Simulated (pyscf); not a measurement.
Structures and frequencies: ωB97X-D3(BJ)/def2-SVP in PySCF. MP2 and CC: frozen core, UHF for open shells. ΔMP2 is the change of the MP2 total energy from the triple- to the quadruple-zeta basis.

Question: `[NH2][BH][NH2]` -> `[BH]=[NH]` + `[NH3]`
Surface: singlet. Broken: B–N, H–N. Formed: H–N. Give ΔE‡ and ΔE from CCSD(T)/def2-TZVPP + ΔMP2(QZVPP), relative to the reactant's lowest minimum found.

Answer: ΔE‡ = 2.58 eV, ΔE = +2.34 eV. Zero-point energy shifts the barrier by -0.12 eV. It is an elimination, with an imaginary mode of 1567i cm⁻¹. On the reactant side the descent ends in another minimum, of other shape or electronic state, 0.62 eV over the lowest minimum found and 2.03 eV under the saddle at ωB97X-D3(BJ). On the product side the descent ends in an adduct with a B–N contact, 0.43 eV under the separated species and 0.56 eV under the saddle at ωB97X-D3(BJ)/def2-TZVP. What is counted as broken (B–N) persists as a longer contact in the product adduct; parting that adduct is a step of its own. One saddle was located; it need not be the lowest between these sides. The CCSD(T) − MP2 part came from Ansatz, without density fitting, on the same reference.
